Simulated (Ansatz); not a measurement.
## CsAuBr₃: a prediction, then the measurements

All numbers below come from DFT LDA, scalar-relativistic, plane waves, PAW (Ansatz 0.2.0).

Cutoff 420 eV; k points 8×8×8 on the computed 10-atom cell (Γ-centred); Gaussian smearing, width 0.01 eV; no spin polarisation.

Relaxed structure, symmetry kept:

```
Cs Au Br
1.0
    -3.74371    3.74371    5.46522
     3.74371   -3.74371    5.46522
     3.74371    3.74371   -5.46522
Cs Au Br
2 2 6
Direct
  0.75000 0.25000 0.50000
  0.25000 0.75000 0.50000
  0.00000 0.00000 0.00000
  0.50000 0.50000 0.00000
  0.23428 0.23428 0.46856
  0.23428 0.76572 0.00000
  0.76572 0.76572 0.53144
  0.76572 0.23428 0.00000
  0.72260 0.72260 0.00000
  0.27740 0.27740 0.00000
```

| Quantity | Value |
| --- | --- |
| Space group | I4/mmm (No. 139) |
| Volume per atom | 30.64 Å³ |
| Formation energy from the elements' standard states (Br, Hg as crystals; uncorrected) | -0.902 eV/atom |
| Kohn–Sham band gap | 0.06 eV, indirect from (0.198, -0.195, 0.195) to (0.245, -0.245, 0.245) (the valley at N lies within 0.03 eV, so the order isn't resolved) |
| Löwdin character of the top 1 eV of the valence band | Br 4p 56 %, Au 5d 27 %, Au 6s 11 % |
| Löwdin character of the lowest 1 eV of the conduction band | Br 4p 62 %, Au 5d 31 % |
| Electron masses at the edge by Cartesian direction of the standard setting (m_e; degenerate bands sorted by energy; no spin-orbit coupling) | x: 0.024; y: 0.13; z: 11 |
| Hole masses at the edge by Cartesian direction of the standard setting (m_e; degenerate bands sorted by energy; no spin-orbit coupling) | x: 0.030; y: 0.22; z: 0.78 |
| Bader charges (e) | Cs (2 in the cell) 0.82, Au (1 in the cell) 0.30, Au (1 in the cell) 0.22, Br (4 in the cell) -0.34, Br (2 in the cell) -0.40 |

Spin-orbit coupling is left out, which matters for the bands of heavy elements.

**The experiment to reproduce.**

“Single crystal growth by self-flux method of the mixed valence gold halides Cs2[Au^IX2][Au^IIIX4] (X=Br,I)”, 2011, arxiv:1111.7017 reports, for a bulk crystal of CsAuBr3 at 298 K: lattice constant a 7.7869 ± 0.001 Å; lattice constant c 11.3808 ± 0.0015 Å.

Against the measured lattice constant a of CsAuBr3, 7.7869 Å (298 K; the paper above), the calculated 7.487 Å is off by -3.8 %. A measured lattice constant c of CsAuBr3 is 11.3808 Å (298 K; the paper above); the calculated 10.930 Å misses it by -4.0 %. The calculation is for 0 K without zero-point motion.

Cost: 3 runs of about 19 core-minutes in all, on Intel Xeon Processor @ 2.50GHz (Skylake/Cascade Lake) (shared hosts).